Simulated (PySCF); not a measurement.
**Working with the constants of NaSi**

UHF-CCSD(T) constants of NaSi, ⁴Σ⁻ (quartet), unpaired electrons σ ↑, π ↑↑ (basis Na x2c-TZVPPall, Si x2c-TZVPPall; spin-free X2C with a Gaussian nucleus; PySCF 2.14; masses 22.9898 and 27.9769 u):

```
ωe              : 261.4 cm⁻¹
ωexe            : 1.18 cm⁻¹
Be              : 0.18363 cm⁻¹
αe              : 0.00135 cm⁻¹
D (centrifugal) : 3.63e-07 cm⁻¹
De to Na + Si   : 1.39 eV
```

Problem. Give the vibrational terms G(v) and spacings up to v = 6.

Solution. G(v) = ωe(v+½) − ωexe(v+½)².

```json
{"v": "0", "G(v) (cm⁻¹)": "130.4", "G(v) − G(v−1)": "", "Bv (cm⁻¹)": "0.1830"}
{"v": "1", "G(v) (cm⁻¹)": "389.4", "G(v) − G(v−1)": "259.0", "Bv (cm⁻¹)": "0.1816"}
{"v": "2", "G(v) (cm⁻¹)": "646.1", "G(v) − G(v−1)": "256.7", "Bv (cm⁻¹)": "0.1803"}
{"v": "3", "G(v) (cm⁻¹)": "900.4", "G(v) − G(v−1)": "254.3", "Bv (cm⁻¹)": "0.1789"}
{"v": "4", "G(v) (cm⁻¹)": "1152.4", "G(v) − G(v−1)": "252.0", "Bv (cm⁻¹)": "0.1776"}
{"v": "5", "G(v) (cm⁻¹)": "1402.0", "G(v) − G(v−1)": "249.6", "Bv (cm⁻¹)": "0.1762"}
{"v": "6", "G(v) (cm⁻¹)": "1649.2", "G(v) − G(v−1)": "247.2", "Bv (cm⁻¹)": "0.1749"}
```

Problem. How well does the Morse estimate ωe²/(4ωexe) reproduce De, and what is D0?

Solution. It gives 1.79 eV, 129 % of the computed De. D0 = De − G(0) = 1.39 − 0.02 = 1.37 eV.

Correlated steps freeze 6 core orbitals. The state is the lowest determinant that a PBE0 search found; another state may lie lower at other levels.
